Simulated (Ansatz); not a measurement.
**Heat of formation of C2H4 (ethylene) from total energies**

The species is C2H4 (6 atoms), meant as a singlet with charge 0. SMILES: `C=C`. The shape is that of a PBE0-D4/def2-TZVP optimisation.

```xyz
6

C    -0.0874   -0.6399   -0.1428
C     0.0875    0.6399    0.1428
H     0.0320   -1.4127    0.6089
H    -0.3574   -0.9691   -1.1405
H    -0.0321    1.4127   -0.6089
H     0.3575    0.9691    1.1405
```

Total energies at RPA@PBE/def2-TZVP, 2 core orbitals frozen (Ansatz 0.2.0); the atoms run unrestricted:

| species | state | energy (Eh) |
| --- | --- | --- |
| C2H4 | singlet | -78.600783 |
| C | triplet | -37.853974 |
| H | doublet | -0.513303 |

Harmonic wavenumbers at PBE0-D4/def2-TZVP, in cm⁻¹: 828, 979, 984, 1067, 1239, 1382, 1466, 1704, 3146, 3162, 3222, 3250.

Measured heats of formation of the gaseous atoms at 298.15 K, in kJ/mol: C 716.9, H 218.0. Take 1 Eh = 2625.50 kJ/mol, 1 cm⁻¹ = 0.0119627 kJ/mol, RT = 2.479 kJ/mol.

Task: Work out the heat of formation of the gas at 298 K.

Result: 
1. Electronic atomisation energy: 2 × (-37.853974) + 4 × (-0.513303) − (-78.600783) = 0.839623 Eh = 2204.4 kJ/mol.
2. Zero-point energy: half the sum of the wavenumbers, 11214.5 cm⁻¹ = 134.2 kJ/mol.
3. Thermal vibrational enthalpy, Σ hcν̃/(exp(hcν̃/kT) − 1): 0.5 kJ/mol. Translation, rotation and pV of a non-linear molecule: 4 RT = 9.9 kJ/mol.
4. The 6 free atoms carry 5/2 RT each: 37.2 kJ/mol.
5. Atomisation enthalpy at 298 K: 2204.4 − 134.2 − 0.5 − 9.9 + 37.2 = 2097.0 kJ/mol.
6. Sum of the atoms' heats of formation: 2305.8 kJ/mol. Heat of formation: 2305.8 − 2097.0 = +208.8 kJ/mol.

The tabulated value is +52.6 kJ/mol (Active Thermochemical Tables), so this level is off by +156.2 kJ/mol, or 6.9 % of the atomisation enthalpy that the table implies (2253.2 kJ/mol). Anharmonicity and any spin-orbit splitting of the molecule are left out, and so is core correlation.
